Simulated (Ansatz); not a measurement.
A made-up structure of SiHO2 (charge +1), closed shell:

O1  (-1.980, 0.641, -0.033)
Si2  (-0.548, 0.232, -0.007)
O3  (0.956, -0.063, 0.026)
H4  (-2.905, 0.598, -0.323)
(Å)

It is relaxed with PBE-D4/def2-SVP and then PBE0-D4/def2-TZVP (Ansatz 0.2.0). Atoms count as bonded within 1.22 times the sum of their covalent radii (H–H: 0.88 Å). The end point is not checked to be a true minimum.

Problem. Does its bonding change? (Judge from chemistry; the calculation decides.)

Solution. By the calculation: No: no bond forms or breaks.

Where it ends: The first stage lowers the energy by 0.13 eV in 10 steps. It ends as SiHO₂ ([O][Si][OH]), total charge +1:
| atom | x (Å) | y (Å) | z (Å) |
| --- | --- | --- | --- |
| O1 | -2.0096 | 0.6685 | 0.0779 |
| Si2 | -0.5359 | 0.2559 | -0.0159 |
| O3 | 0.9148 | -0.0814 | 0.0002 |
| H4 | -2.8470 | 0.5657 | -0.3995 |

Labels in which every atom is bracketed show which atoms are joined, not bond orders.

For scale, one of the runs: PBE0-D4/def2-TZVP relaxation, 105 basis functions, launched by `ansatz run in.yaml --threads 2 --pin off --events-out ev --progress --plain --max-ram 4352MiB`. The run took about 9 s on 2 CPU threads of an Arm Neoverse V2 (shared host).
